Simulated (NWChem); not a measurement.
# One shape, several levels: [C5H3]− (SMILES [C-]#CCC#C)

Wanted: a comparison of 5 runs (HF/STO-3G, HF/3-21G, B3LYP/6-31G*, PBE/6-31G**) of [C5H3]−. 

Program for the calculation: NWChem 7.3.0.

## Step 1: Starting point

The species is [C5H3]− (8 atoms), meant as a singlet with charge -1. SMILES: `[C-]#CCC#C`. The shape is that of a GFN2-xTB optimisation.

Bond lengths: C1–C2 1.224 Å, C2–C3 1.508 Å, C3–C4 1.442 Å, C4–C5 1.204 Å, C3–H6 1.108 Å, C3–H7 1.108 Å, C5–H8 1.052 Å. Angles: C1–C2–C3 176.3°, C2–C3–C4 110.7°, C3–C4–C5 175.2°, C2–C3–H6 110.3°, C2–C3–H7 110.4°, C4–C3–H6 109.0°, C4–C3–H7 108.9°, C4–C5–H8 177.8°, H6–C3–H7 107.5°.

## Step 2: Energy and forces at HF/STO-3G (run 1)

Contents of run.py:

```python
from ase import Atoms
from ase.calculators.nwchem import NWChem

system = Atoms('CCCCCHHH', positions=[
    [1.235590, 1.543920, 1.896720],
    [0.636240, 1.129180, 0.912820],
    [-0.110000, 0.710810, -0.329110],
    [-0.285650, -0.720230, -0.359320],
    [-0.371760, -1.919500, -0.305160],
    [-1.105190, 1.196560, -0.361970],
    [0.443870, 1.024520, -1.235970],
    [-0.443110, -2.965260, -0.218010],
])

calc = NWChem(
    label='m1',
    theory='scf',
    memory='2200 mb',
    basis='STO-3G',
    basispar='spherical bse',
    charge=-1,
    scf={'nopen': '0', 'rhf': None, 'thresh': '1e-08', 'maxiter': '80'},
)
system.calc = calc

forces = system.get_forces()
print("Total energy (eV):", round(system.get_potential_energy(), 6))
print("forces (eV/A):")
for s, f in zip(system.symbols, forces):
    print(f"{s:2s} {f[0]:10.5f} {f[1]:10.5f} {f[2]:10.5f}")
print("dipole (e A):", system.get_dipole_moment().round(4))
```

Command:

```bash
$ export ASE_NWCHEM_COMMAND="nwchem PREFIX.nwi > PREFIX.nwo"
$ python run.py
```

Output:

```text
Total energy (eV): -5126.067418
forces (eV/A):
C    -1.57737   -1.18446   -2.57316
C     1.37276    1.29249    2.18595
C     0.69101    3.01678    0.68340
C    -0.60539   -7.33495    0.11663
C     0.27855    5.03803   -0.24107
H     0.40145   -0.25192   -0.30740
H    -0.50316   -0.15709    0.20682
H    -0.05785   -0.41883   -0.07117
dipole (e A): [-0.9338 -1.0748 -1.4474]
```

The calculator wrote m1.nwi:

```
title "m1"

permanent_dir m1

scratch_dir m1

start m1

geometry units angstrom nocenter noautosym noautoz
  C  1.2355900000000000e+00 1.5439200000000000e+00 1.8967200000000000e+00
  C  6.3624000000000003e-01 1.1291800000000001e+00 9.1281999999999996e-01
  C  -1.1000000000000000e-01 7.1081000000000005e-01 -3.2911000000000001e-01
  C  -2.8565000000000002e-01 -7.2023000000000004e-01 -3.5931999999999997e-01
  C  -3.7175999999999998e-01 -1.9195000000000000e+00 -3.0515999999999999e-01
  H  -1.1051899999999999e+00 1.1965600000000001e+00 -3.6197000000000001e-01
  H  4.4386999999999999e-01 1.0245200000000001e+00 -1.2359700000000000e+00
  H  -4.4311000000000000e-01 -2.9652599999999998e+00 -2.1801000000000001e-01
end

charge -1

memory 2200 mb

basis spherical bse noprint
   * library STO-3G
end

scf
  nopen 0
  rhf
  thresh 1e-08
  maxiter 80
end

task scf gradient
```

m1.nwo:

```text
Northwest Computational Chemistry Package (NWChem) 7.3.0
             --------------------------------------------------------

           Job information
           ---------------

    nwchem branch   = 7.3.0
    use scalapack   = T
    input           = m1.nwi
    prefix          = m1.
    data base       = m1/m1.db
    status          = startup
    nproc           =        1

           Memory information
           ------------------

[... 5 lines left out ...]
    hardfail = no
[... 132 lines left out ...]
         Quadratically convergent ROHF
[... 15 lines left out ...]
       Final RHF  results
[... 4 lines left out ...]
      Two-electron energy =    190.870264143858
[... 36 lines left out ...]
                       ROHF Final Molecular Orbital Analysis
[... 229 lines left out ...]
                 ----------------------------------------
                 |  Time  |  1-e(secs)   |  2-e(secs)   |
                 ----------------------------------------
                 |  CPU   |       0.00   |       0.08   |
                 ----------------------------------------
                 |  WALL  |       0.00   |       0.08   |
                 ----------------------------------------

 Task  times  cpu:        1.1s     wall:        1.1s
 Total times  cpu:        1.1s     wall:        1.1s
```

Wall time 2.1 s (1 thread of Intel Xeon 6975P-C (Granite Rapids), shared host); peak memory 0.096 GiB.

## Step 3: Energy and forces at HF/3-21G (run 2)

Contents of run.py:

```python
from ase import Atoms
from ase.calculators.nwchem import NWChem

atoms = Atoms(['C', 'C', 'C', 'C', 'C', 'H', 'H', 'H'], positions=[
    [1.235590, 1.543920, 1.896720],
    [0.636240, 1.129180, 0.912820],
    [-0.110000, 0.710810, -0.329110],
    [-0.285650, -0.720230, -0.359320],
    [-0.371760, -1.919500, -0.305160],
    [-1.105190, 1.196560, -0.361970],
    [0.443870, 1.024520, -1.235970],
    [-0.443110, -2.965260, -0.218010],
])

calc = NWChem(
    label='c5h3',
    theory='scf',
    memory='2200 mb',
    basis='3-21G',
    basispar='spherical bse',
    charge=-1,
    scf={'nopen': '0', 'rhf': None, 'thresh': '1e-08', 'maxiter': '80'},
)
atoms.calc = calc

forces = atoms.get_forces()
print(f"energy = {atoms.get_potential_energy():.6f} eV")
print("forces (eV/A):")
for s, f in zip(atoms.symbols, forces):
    print(f"{s:2s} {f[0]:10.5f} {f[1]:10.5f} {f[2]:10.5f}")
print("dipole (e A):", atoms.get_dipole_moment().round(4))
```

Command:

```bash
$ export ASE_NWCHEM_COMMAND="nwchem PREFIX.nwi > PREFIX.nwo"
$ python run.py
```

Output:

```text
energy = -5165.419544 eV
forces (eV/A):
C     0.35553    0.19643    0.59089
C    -0.84558   -0.18615   -1.45946
C     0.46686    1.75154    0.54132
C    -0.07081   -2.80888    0.21633
C    -0.09421    1.32407   -0.21957
H     0.54003   -0.24163   -0.06109
H    -0.36458   -0.14866    0.45061
H     0.01275    0.11323   -0.05893
dipole (e A): [-1.0333 -1.1075 -1.6159]
```

The calculator wrote c5h3.nwi:

```
title "c5h3"

permanent_dir c5h3

scratch_dir c5h3

start c5h3

geometry units angstrom nocenter noautosym noautoz
  C  1.2355900000000000e+00 1.5439200000000000e+00 1.8967200000000000e+00
  C  6.3624000000000003e-01 1.1291800000000001e+00 9.1281999999999996e-01
  C  -1.1000000000000000e-01 7.1081000000000005e-01 -3.2911000000000001e-01
  C  -2.8565000000000002e-01 -7.2023000000000004e-01 -3.5931999999999997e-01
  C  -3.7175999999999998e-01 -1.9195000000000000e+00 -3.0515999999999999e-01
  H  -1.1051899999999999e+00 1.1965600000000001e+00 -3.6197000000000001e-01
  H  4.4386999999999999e-01 1.0245200000000001e+00 -1.2359700000000000e+00
  H  -4.4311000000000000e-01 -2.9652599999999998e+00 -2.1801000000000001e-01
end

charge -1

memory 2200 mb

basis spherical bse noprint
   * library 3-21G
end

scf
  nopen 0
  rhf
  thresh 1e-08
  maxiter 80
end

task scf gradient
```

c5h3.nwo:

```text
Northwest Computational Chemistry Package (NWChem) 7.3.0
             --------------------------------------------------------

           Job information
           ---------------

    nwchem branch   = 7.3.0
    use scalapack   = T
    input           = c5h3.nwi
    prefix          = c5h3.
    data base       = c5h3/c5h3.db
    status          = startup
    nproc           =        1

           Memory information
           ------------------

[... 5 lines left out ...]
    hardfail = no
[... 132 lines left out ...]
         Quadratically convergent ROHF
[... 15 lines left out ...]
       Final RHF  results
[... 4 lines left out ...]
      Two-electron energy =    187.172363421191
[... 36 lines left out ...]
                       ROHF Final Molecular Orbital Analysis
[... 224 lines left out ...]
                 ----------------------------------------
                 |  Time  |  1-e(secs)   |  2-e(secs)   |
                 ----------------------------------------
                 |  CPU   |       0.00   |       0.11   |
                 ----------------------------------------
                 |  WALL  |       0.00   |       0.11   |
                 ----------------------------------------

 Task  times  cpu:        1.2s     wall:        1.2s
 Total times  cpu:        1.2s     wall:        1.2s
```

It took 2.2 s on 1 thread of Intel Xeon 6975P-C (Granite Rapids), shared host; peak memory 0.097 GiB.

Runs 3 to 4 aren't shown in full; the table further down has their settings and results.

## Step 4: Energy and forces at PBE/6-31G(d,p) (spherical functions) (run 5)

Contents of work.xyz:

```xyz
8
C5H3 PBE
C      1.235590     1.543920     1.896720
C      0.636240     1.129180     0.912820
C     -0.110000     0.710810    -0.329110
C     -0.285650    -0.720230    -0.359320
C     -0.371760    -1.919500    -0.305160
H     -1.105190     1.196560    -0.361970
H      0.443870     1.024520    -1.235970
H     -0.443110    -2.965260    -0.218010
```

Contents of work.nw:

```
start work
title "C5H3 PBE"
memory 2200 mb
charge -1
geometry units angstrom noautosym nocenter noautoz
load work.xyz
end
basis spherical bse
* library 6-31G**
end
dft
xc xpbe96 cpbe96
grid xfine
convergence energy 1e-08
iterations 100
mulliken
end
task dft gradient
```

Command:

```bash
$ nwchem work.nw > work.out
```

Output:

```text
[...]
          Wavefunction type:  closed shell.
          No. of atoms     :     8
          No. of electrons :    34
[...]
          Charge           :    -1
          Spin multiplicity:     1
[...]
          AO basis - number of functions:    85
[...]
              XC Information
              --------------
          PerdewBurkeErnzerhof Exchange Functional  1.000
            Perdew 1991 LDA Correlation Functional  1.000 local
           PerdewBurkeErnz. Correlation Functional  1.000 non-local
[...]
 d= 0,ls=0.0,diis     1   -191.6627700250 -3.09D+02  5.38D-02  1.48D+00     2.1
[...]
 d= 0,ls=0.5,diis    38   -191.8832804388 -9.60D-09  1.91D-06  1.56D-08    70.1
         Total DFT energy =     -191.883280445022
      One electron energy =     -496.648684182697
           Coulomb energy =      215.575018658233
    Exchange-Corr. energy =      -28.129376292158
 Nuclear repulsion energy =      117.319761371601
[...]
  wavefunction    = closed shell
                         DFT ENERGY GRADIENTS
    atom               coordinates                        gradient
                 x          y          z           x          y          z
   1 C       2.334927   2.917586   3.584281   -0.033440  -0.022271  -0.055042
   2 C       1.202319   2.133841   1.724980    0.039312   0.021114   0.065666
   3 C      -0.207870   1.343236  -0.621928   -0.014329  -0.016978  -0.022645
   4 C      -0.539800  -1.361037  -0.679016   -0.001863  -0.021277   0.001356
   5 C      -0.702525  -3.627329  -0.576669    0.004522   0.027599   0.002601
   6 H      -2.088506   2.261171  -0.684024    0.002854  -0.001842   0.004467
   7 H       0.838793   1.936062  -2.335645    0.002054  -0.001655   0.004873
   8 H      -0.837356  -5.603529  -0.411979    0.000890   0.015311  -0.001275
[...]
```

It took 76 s on 1 thread of Intel Xeon 6975P-C (Granite Rapids), shared host; peak memory 0.14 GiB.

## Step 5: Overview of the runs

| run | level | iteration cap | module | energy (Eh) | HOMO energy (eV) | LUMO energy (eV) | HOMO–LUMO gap (eV) | wall time |
| --- | --- | --- | --- | --- | --- | --- | --- | --- |
| 1 | HF/STO-3G | 80 | scf | -188.379505 | 1.10 | 15.21 | 14.11 | 2.1 s |
| 2 | HF/3-21G | 80 | scf | -189.825669 | -2.74 | 10.07 | 12.82 | 2.2 s |
| 3 | B3LYP/6-31G* (spherical functions) | 100 | dft | -192.138507 | – | – | – | 53 s |
| 4 | B3LYP/6-31G* (Cartesian functions) | 100 | dft | -192.143757 | 0.46 | 5.69 | 5.23 | 56 s |
| 5 | PBE/6-31G** (spherical functions) | 100 | dft | -191.883280 | 1.67 | 4.85 | 3.19 | 76 s |

## Step 6: Summary of results

| quantity | value |
| --- | --- |
| run 5: total energy | -191.88328 Eh |
| run 5: HOMO energy | 1.67 eV |
| run 5: LUMO energy | 4.85 eV |
| run 5: HOMO–LUMO gap (to an unbound level, set by the basis) | 3.19 eV |
| run 5: largest force on an atom | 4.083 eV/Å |

In words: Over runs 1, 2, 4, 5 the HOMO–LUMO gap runs from 3.19 eV (PBE/6-31G**) to 14.11 eV (HF/STO-3G). The two ends differ in method and basis. The empty levels of an anion lie above zero and hang on the basis. Totals of different functionals can't be ranked against each other. In runs 1, 4, 5 the HOMO lies above zero, so the outermost electron may be held by the basis alone. In run 1 the basis is minimal, so the values are rough. All runs together took 3.2 min, the longest 76 s.
